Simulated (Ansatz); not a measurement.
# NaOH, singlet: energies of several shapes or isomers

Program: Ansatz, Gaussian basis, development build. Basis def2-SVP, nonrelativistic, 6 orbitals frozen in the corrections; active space CAS(6,6). Restricted Hartree–Fock, then the lowest state-specific CASSCF solution met for each case. The basis is small, far from the limit. On stretched bonds single-reference methods can fail or change state. Solutions in different active orbitals can move differences by tenths of an eV and at times more than 1 eV.

Case A. A bond is stretched, to 1.68 times the sum of the covalent radii.

```xyz
3

Na    0.0000    0.0000    3.9000
O     0.0000    0.0000    0.0000
H     0.0000    0.0000   -0.9600
```

Case B:

```xyz
3

Na    0.0000    0.0000    1.9500
O     0.0000    0.0000    0.0000
H     0.0000    0.0000   -0.9600
```

Case C:

```xyz
3

Na    0.0000    0.0000    2.1060
O     0.0000    0.0000    0.0000
H     0.0000    0.0000   -1.0368
```

Case D. A bond is stretched, to 1.26 times the sum of the covalent radii.

```xyz
3

Na    0.0000    0.0000    2.9250
O     0.0000    0.0000    0.0000
H     0.0000    0.0000   -0.9600
```

Energy less that of case A, in eV:

```json
{"case": "B", "RHF/ROHF": "-3.827"}
{"case": "C", "RHF/ROHF": "-3.429"}
{"case": "D", "RHF/ROHF": "-1.746"}
```

(1) What does SC-NEVPT2 give for these differences?

(2) Which case is lowest, and do the methods agree?

Results:

(1) B: -2.796 eV; C: -2.500 eV; D: -0.677 eV.

(2) B is lowest in SC-NEVPT2. Of the methods shown, RHF/ROHF agrees.
